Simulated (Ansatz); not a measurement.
System: cubic perovskite KTaO3. Method: RPBE in Ansatz (plane waves, PAW).

Run with plane-wave cutoff 520 eV, 8×8×8 k mesh, Fermi–Dirac smearing 0.01 eV, scalar-relativistic PAW data made under PBE.

Energies at three volumes about the minimum:

```
V (Å³/atom)  E − E_lowest (meV/atom)
-----------  -----------------------
13.071                          3.02
13.338                          0.00
13.605                          2.82
```

Fit a parabola by hand: where is the minimum, what lattice constant follows, and what is the bulk modulus?

Slopes: (0.00 − 3.02)/(13.338 − 13.071) = -11.311 and (2.82 − 0.00)/(13.605 − 13.338) = 10.562 meV/Å³. Curvature E″ = 2 × (10.562 − (-11.311))/(13.605 − 13.071) = 81.921 meV/Å⁶. From the middle of the first interval, the slope vanishes at V0 = 13.2045 − (-11.311)/81.921 = 13.343 Å³/atom. B = V0 E″ = 13.343 × 81.921 meV/Å³ × 0.1602 GPa per meV/Å³ = 175 GPa. With 5 atoms in the cube, a = (5 × 13.343)^(1/3) = 4.056 Å. The full Birch–Murnaghan fit to all volumes gives V0 = 13.338 Å³/atom and B0 = 175 GPa.

Measured, for comparison: bulk modulus 220 GPa (temperature not stated, not corrected to a static lattice; as tabulated in Tinte et al. (1998), arXiv:cond-mat/9809379). Computed (rounded) less measured: bulk modulus -20 %.

Ansatz is an electronic-structure program.
